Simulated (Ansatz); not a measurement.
H3PS, SMILES `PS`, one more setting.

```yaml
crystal:
  periodic: [false, false, false]
  atoms:
    - {symbol: P, position_ang: [-0.460089, -0.498393, 0.425200]}
    - {symbol: S, position_ang: [0.785275, 0.959191, -0.470480]}
    - {symbol: H, position_ang: [0.282859, -1.642262, 0.032556]}
    - {symbol: H, position_ang: [-1.380931, -0.635996, -0.646038]}
    - {symbol: H, position_ang: [0.822785, 1.743860, 0.617263]}
basis:
  gaussian: {orbitals: ANO-RCC-VTZP, nuclear_model: gaussian}
hamiltonian: {xc: {name: r2SCANh}, dispersion: d4}
accuracy: high
output: {forces: true}
```

```sh
$ ansatz run in.yaml --threads 2 --pin off --events-out ev --progress --plain --max-ram 4352MiB
```

Shortened log:

```
Functional definition: r2SCANh
2010 factors; integrals over basis functions are off by at most 3.4e-9 eV
mean field evaluation 1: about -20223.8149 eV, gradient 1.4e1 eV
mean field evaluation 2: about -20224.0938 eV, gradient 1.1e1 eV
mean field evaluation 4: about -20224.4443 eV, gradient 4.2e-1 eV
mean field evaluation 8: about -20224.4841 eV, gradient 3.8e-2 eV
mean field evaluation 16: about -20224.4841 eV, gradient 1.6e-6 eV
mean field -20224.48406443 eV, -743.2360807201 hartree, gradient 5.0e-8 eV, S^2 0.000000; 0 other end points of the search recorded, 0 dependent functions left out
reference -20224.48406574 eV, -743.2360807683 hartree; 17, 17 occupied and 93, 93 virtual orbitals, 2010 factors
Total energy: -20224.50353185 eV, -743.2367961346 hartree
Relativity: scalar
Atom 0 at    -0.460089    -0.498393     0.425200 Å, force    -0.056174    -0.077885     0.023222 eV/Å
Atom 1 at     0.785275     0.959191    -0.470480 Å, force     0.050496     0.076613    -0.007877 eV/Å
Atom 2 at     0.282859    -1.642262     0.032556 Å, force    -0.031862     0.030844    -0.007287 eV/Å
Atom 3 at    -1.380931    -0.635996    -0.646038 Å, force     0.037708    -0.010933     0.021592 eV/Å
Atom 4 at     0.822785     1.743860     0.617263 Å, force    -0.000168    -0.018639    -0.029650 eV/Å
Dipole moment:    -0.059837    -0.059701     0.060196 e Å
```

Run time 67 s (2 threads of an Arm Neoverse V1 on a shared host); peak host memory 0.41 GiB.
